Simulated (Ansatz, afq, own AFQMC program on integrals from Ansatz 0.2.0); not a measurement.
# BH₄O, doublet: AFQMC among the cluster methods

```xyz
6

B    -1.4054    0.0307    0.0000
H    -2.0021    1.0643    0.0000
H    -2.0021   -1.0029    0.0000
H    -0.0654    0.0307    0.0000
O     1.1196    0.0307    0.0000
H     1.3715   -0.9092    0.0000
```

Connectivity, by distances: BH2 ··· OH, 1 bridging H.

Basis cc-pVTZ. Noble-gas cores (and the filled d shells of Ga–Kr and In–Xe) are frozen. Ansatz 0.2.0 and our own AFQMC program on the same integrals; the CISD trial comes from CCSD amplitudes, and released means the phaseless constraint is let go. Uncertainties: one standard error, sampling alone.

Determinant: UHF, the one that the program's search chose, which needn't be the lowest solution. The geometry is a point of a scan.

No full CI on the walks' own integrals is used here. The released AFQMC energy serves as the reference, which it does only where one determinant dominates, the energy is flat over the last release times and near the phaseless one (40 meV or 2 meV an electron, half that with transition metals). On small molecules, where full CI could be run and the noise was under 10 meV, such values lay within 10 meV of it in 19 cases of 20, a flattering rate, since the rule was set on those same cases; what remains of the bias isn't in the error bar.

Cautions: the released value is read at 2.40 1/Eh with a noise of 11 meV, more than in the cases checked (meV from the phaseless value at times in 1/Eh: -4 ± 6 at 0.24, -19 ± 9 at 0.51, -40 ± 5 at 0.99, -34 ± 9 at 1.62, -26 ± 11 at 2.40).

```
T1 diagnostic                               : 0.0198
weight of the determinant in the CISD state : 0.878
⟨S²⟩ of the determinant                     : 0.781
size of the correlated space                : 13 electrons in 114 orbitals
```

```json
{"level": "MP2", "correlation energy (eV)": "-9.6349"}
{"level": "CCSD", "correlation energy (eV)": "-10.4124"}
{"level": "CCSD(T)", "correlation energy (eV)": "-10.7393"}
```

**Question.** Estimate where AFQMC with the constraint released lies against CCSD(T) on the same integrals.

**Answer.** 47.2 ± 10.9 meV below CCSD(T).

Reference: AFQMC with the constraint released, correlation energy -10.786 ± 0.011 eV.

```tsv
level	E − E(reference) (meV)	share of correlation (%)
CCSD(T)	47.2 ± 10.9	99.56
ph-AFQMC/HF	31.8 ± 29.8	99.71
ph-AFQMC/CISD	26.2 ± 14.3	99.76
```

A walk keeps the symmetry of its determinant, which the program's search chose and which needn't be the lowest solution, so a lower state of the same spin and another symmetry isn't excluded. Released energies are given only where the last usable release times agree within the noise; a slower fall can still hide under it.
